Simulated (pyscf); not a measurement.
**Four-centre exchange: H₂P–GaH₂ (SMILES [PH2][GaH2]) + H₂ (SMILES [H][H]) → H₂P–GaH₂ (SMILES [PH2][GaH2]) + H₂ (SMILES [H][H])**

Gas phase, singlet surface, charge 0. Bonds broken: P1–H3, H7–H8. Bonds formed: P1–H7, H3–H8. Single points on ωB97X-D3(BJ)/def2-SVP structures (PySCF, gas phase).

Transition state (Å):

```xyz
8

P     -2.0423    -0.8403    -0.1841
Ga    -0.4944     0.5108     0.8239
H     -0.2180    -0.8079    -1.1763
H     -1.8673    -1.0354    -1.5666
H     -0.9499     0.8162     2.2927
H      0.8344     1.0259     0.1882
H     -0.9350     0.4377    -1.4198
H     -0.1061    -0.0125    -1.7279
```

One imaginary mode, 2094i cm⁻¹; descent along it reached the two sides named.

| bond | change | reactant side (Å) | saddle | product side |
|---|---|---|---|---|
| P1–H3 | breaks | 1.424 | 2.077 | 4.2 |
| H7–H8 | breaks | 0.764 | 0.992 | 3.0 |
| P1–H7 | forms | 3.8 | 2.094 | 1.423 |
| H3–H8 | forms | 3.1 | 0.974 | 0.761 |

Electronic energies relative to the separated reactants (kJ/mol):

```json
[
 {"level": "ωB97X-D3(BJ)/def2-TZVP", "barrier": "410.3", "reaction energy": "0.0", "reverse barrier": "410.3"},
 {"level": "PBE/def2-TZVP", "barrier": "352.2", "reaction energy": "0.0", "reverse barrier": "352.2"},
 {"level": "r²SCAN/def2-TZVP", "barrier": "378.4", "reaction energy": "0.0", "reverse barrier": "378.4"},
 {"level": "B3LYP-D3(BJ)/def2-TZVP", "barrier": "388.1", "reaction energy": "0.0", "reverse barrier": "388.1"},
 {"level": "PBE0-D3(BJ)/def2-TZVP", "barrier": "377.6", "reaction energy": "0.0", "reverse barrier": "377.6"},
 {"level": "M06-2X/def2-TZVP", "barrier": "407.4", "reaction energy": "0.0", "reverse barrier": "407.4"},
 {"level": "ωB97M-D3(BJ)/def2-TZVP", "barrier": "395.4", "reaction energy": "0.0", "reverse barrier": "395.4"},
 {"level": "HF/def2-TZVP", "barrier": "522.1", "reaction energy": "0.0", "reverse barrier": "522.1"}
]
```

With ωB97M-D3(BJ)/def2-TZVP energies and thermal terms (ideal gas, 1 atm, RRHO with modes under 100 cm⁻¹ raised to 100, one conformer, R ln 2 for chiral ones without a mode under 150 cm⁻¹), in kJ/mol:

```tsv
T (K)	ΔH‡	ΔG‡	ΔH	ΔG
298	391.7	426.6	0.0	0.0
600	388.9	463.4	0.0	0.0
900	389.2	500.7	0.0	0.0
1200	390.8	537.7	0.0	0.0
```

The same reactants have a lower exit, to PH₃ + GaH₃ (barrier +127.9 kJ/mol at ωB97M-D3(BJ)/def2-TZVP, against +395.4 kJ/mol here). Another saddle between the same species, by other bonds, lies lower (119.8 kJ/mol against 395.4 kJ/mol at ωB97M-D3(BJ)/def2-TZVP). Elements up to Kr have no core potential and no relativistic terms here.
